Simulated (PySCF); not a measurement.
methyl formate (C2H4O2), SMILES O(C=O)C. Atoms are numbered in the order given.

```xyz
8

C     -0.3946    -1.3589     0.0000
O      0.7257    -0.4740     0.0000
C      0.4328     0.8286     0.0000
O     -0.6740     1.2906     0.0000
H     -1.0164    -1.1976    -0.8936
H      0.0172    -2.3755     0.0000
H     -1.0164    -1.1976     0.8936
H      1.3730     1.4191     0.0000
```

Geometry: ωB97X-D3(BJ)/def2-SVP. Other conformers were not sampled.

Two levels are set side by side: PBE/pcSseg-1 (PySCF) and PBE0/pcSseg-1 (PySCF). GIAO shifts against H2O (¹⁷O), TMS (¹H), TMS (¹³C) at the same level; non-relativistic, no solvent, atoms listed together averaged. Differences are taken from unrounded values.

```
quantity              PBE
------------------  -----
δ(¹³C) of C1 (ppm)   54.8
δ(¹⁷O) of O2 (ppm)  216.3
δ(¹³C) of C3 (ppm)  163.8
δ(¹⁷O) of O4 (ppm)  454.4
δ(¹H) of H8 (ppm)    8.21
```

These are the PBE values. What does PBE0 give? (An estimate is asked for; the answer gives what the named calculation found.)


```json
[
 {"quantity": "δ(¹³C) of C1 (ppm)", "PBE0": "54.3", "PBE minus PBE0": "0.6"},
 {"quantity": "δ(¹⁷O) of O2 (ppm)", "PBE0": "199.1", "PBE minus PBE0": "17.2"},
 {"quantity": "δ(¹³C) of C3 (ppm)", "PBE0": "167.8", "PBE minus PBE0": "-4.0"},
 {"quantity": "δ(¹⁷O) of O4 (ppm)", "PBE0": "458.0", "PBE minus PBE0": "-3.6"},
 {"quantity": "δ(¹H) of H8 (ppm)", "PBE0": "8.14", "PBE minus PBE0": "0.08"}
]
```

Rough cost on one machine, each run with all the roots and properties that it gave: PBE0 against PBE within a factor of 2.
